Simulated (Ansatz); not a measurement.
# H₆NOSi+ (SMILES [NH3+][SiH2]O): functionals against CCSD(T) at one geometry

A test off equilibrium: a frame of a short trajectory is computed at several levels, and each is set against CCSD(T).

Method: single points in def2-TZVPP; program: Ansatz 0.2.0, Gaussian basis.

Cores are frozen in the correlated methods.

### 1 The starting structure

SMILES `[NH3+][SiH2]O`, 9 atoms, charge 1, spin multiplicity 1.

Atoms are counted from 1 here; the program's logs count them from 0.

Bond lengths: N1–Si2 1.866 Å, N1–H4 1.068 Å, N1–H5 1.051 Å, N1–H6 1.026 Å, Si2–O3 1.641 Å, Si2–H7 1.546 Å, Si2–H8 1.497 Å, O3–H9 0.941 Å. Angles: Si2–N1–H4 110.5°, Si2–N1–H5 116.8°, Si2–N1–H6 107.7°, H4–N1–H5 106.7°, H4–N1–H6 108.5°, H5–N1–H6 106.4°, N1–Si2–O3 93.0°, N1–Si2–H7 104.2°, N1–Si2–H8 109.5°, O3–Si2–H7 118.1°, O3–Si2–H8 118.9°, H7–Si2–H8 110.1°, Si2–O3–H9 121.8°.

Coordinates:

```
N    -0.6674    0.6285   -0.6368
Si    0.6990   -0.4562    0.0256
O     0.0359   -0.5242    1.5256
H    -1.5753    0.0734   -0.7273
H    -0.4993    1.0853   -1.5686
H    -0.8160    1.3890    0.0352
H     1.9810    0.3862   -0.1674
H     0.7792   -1.7096   -0.7884
H     0.5470   -0.7461    2.2836
```

### 2 PBE-D4/def2-TZVPP

run/in.yaml reads:

```yaml
crystal:
  periodic: [false, false, false]
  atoms:
    - {symbol: N, position_ang: [-0.667362, 0.628487, -0.636802]}
    - {symbol: Si, position_ang: [0.699024, -0.456242, 0.025574]}
    - {symbol: O, position_ang: [0.035891, -0.524215, 1.525616]}
    - {symbol: H, position_ang: [-1.575263, 0.073439, -0.727311]}
    - {symbol: H, position_ang: [-0.499298, 1.085309, -1.568563]}
    - {symbol: H, position_ang: [-0.815964, 1.388959, 0.035227]}
    - {symbol: H, position_ang: [1.980966, 0.386168, -0.167387]}
    - {symbol: H, position_ang: [0.779216, -1.709645, -0.788380]}
    - {symbol: H, position_ang: [0.547003, -0.746062, 2.283577]}
basis:
  gaussian: {orbitals: def2-TZVPP}
total_charge: 1
hamiltonian: {xc: pbe, dispersion: d4}
output: {forces: true}
```

Command:

```bash
$ ansatz run in.yaml --threads 2 --pin off --events-out ev --progress --plain --max-ram 3481MiB
```

### 3 r2SCAN-D4/def2-TZVPP

run/in.yaml, as its differences from that of step 2:

```diff
@@ -15,3 +15,3 @@
 total_charge: 1
-hamiltonian: {xc: pbe, dispersion: d4}
+hamiltonian: {xc: r2scan, dispersion: d4}
 output: {forces: true}
```

### 4 PBE0-D4/def2-TZVPP

run/in.yaml, as its differences from that of step 3:

```diff
@@ -15,3 +15,3 @@
 total_charge: 1
-hamiltonian: {xc: r2scan, dispersion: d4}
-output: {forces: true}
+hamiltonian: {xc: pbe0, dispersion: d4}
+output: {forces: true, orbitals: {seedname: orbitals}}
```

### 5 wB97M-V/def2-TZVPP

run/in.yaml, as its differences from that of step 4:

```diff
@@ -15,3 +15,3 @@
 total_charge: 1
-hamiltonian: {xc: pbe0, dispersion: d4}
-output: {forces: true, orbitals: {seedname: orbitals}}
+hamiltonian: {xc: {name: wB97M-V}}
+output: {forces: true}
```

### 6 CCSD(T)/def2-TZVPP

run/in.yaml, as its differences from that of step 5:

```diff
@@ -15,3 +15,3 @@
 total_charge: 1
-hamiltonian: {xc: {name: wB97M-V}}
+correlation: {method: ccsd_t}
 output: {forces: true}
```

(Steps that only read results are left out.)

Before running it: what results should come out? Wanted: energy less free atoms, CCSD(T)/def2-TZVPP; RMS force component; RMS force error; HOMO and LUMO, PBE0-D4; T1 diagnostic.

As calculated:

| quantity | value |
| --- | --- |
| energy less free atoms, CCSD(T)/def2-TZVPP | -2270.8 kJ/mol |
| RMS force component | 0.718 to 0.771 eV/Å over the methods |
| RMS force error | PBE-D4 0.191, r2SCAN-D4 0.063, PBE0-D4 0.081, wB97M-V 0.033 eV/Å |
| HOMO and LUMO, PBE0-D4 | -14.16 and -5.43 eV |
| T1 diagnostic | 0.010 |

In words: Against CCSD(T) the functionals' energies less atoms differ by -87.4 to -32.9 kJ/mol, PBE-D4 by -85.4 kJ/mol. A larger basis would deepen the CCSD(T) value, while the functionals are nearly converged already, so the order here is not reliable. On forces the order runs from wB97M-V to PBE-D4. Frozen-core CCSD(T) forces in triple zeta carry basis errors of their own, and this is one geometry, so small gaps rank nothing.
